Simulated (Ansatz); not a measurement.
# Match the barriers

Saddle point of CH₄FS (charge -1), singlet ([CH₃F ([CH3][F]) + HS]⁻ → [CH₃S ([CH3][S]) + HF]⁻; bonds formed: F1–H7, C2–S3; bonds broken: F1–C2, S3–H7), PBE0-D4/def2-TZVPD structure:

```
atom    x (Å)    y (Å)    z (Å)
  F1  -2.0846  -0.6486   0.7356
  C2  -0.3140  -0.2495   0.1520
  S3   1.8282   0.1959  -0.5433
  H4  -0.7263  -0.0033  -0.8070
  H5  -0.2631   0.4848   0.9321
  H6  -0.0483  -1.2679   0.3672
  H7   1.6082   1.4884  -0.8367
```

Computed with Ansatz 0.2.0 (basis: def2-TZVPPD, with def2-QZVPPD for the basis limit); correlated methods freeze the cores. B3LYP uses VWN-RPA correlation. Extrapolation: Hartree–Fock as exp(−7.88 √X), correlation as X^−2.97. Four methods, as single points on the PBE0-D4 structures, gave these electronic barriers from the start structure: 13.32, 18.28, 25.19, 35.30 kcal/mol.

Q: The methods were, in alphabetical order, B3LYP-D4, BHLYP-D4, HF, PBE-D4. Which gave which? (A judgement: the text doesn't fix the answer.)

A: By the calculation: PBE-D4 13.32; B3LYP-D4 18.28; BHLYP-D4 25.19; HF 35.30 kcal/mol. For comparison, CCSD(T) at an estimated basis limit (MP2 extrapolated from triple and quadruple zeta, plus CCSD(T) − MP2 in triple zeta) gives 22.71 kcal/mol.

The T1 diagnostic stays at or below 0.020.

Labels in which every atom is bracketed show which atoms are joined, not bond orders.

For scale, one of the runs: CCSD(T)/def2-TZVPPD, 196 basis functions, launched by `ansatz run in.yaml --threads 2 --pin off --events-out ev --progress --plain --max-ram 4352MiB`. Time: 68 s of wall clock on 2 CPU threads of an Arm Neoverse V1; the host was shared. Peak host memory: 2.3 GiB.
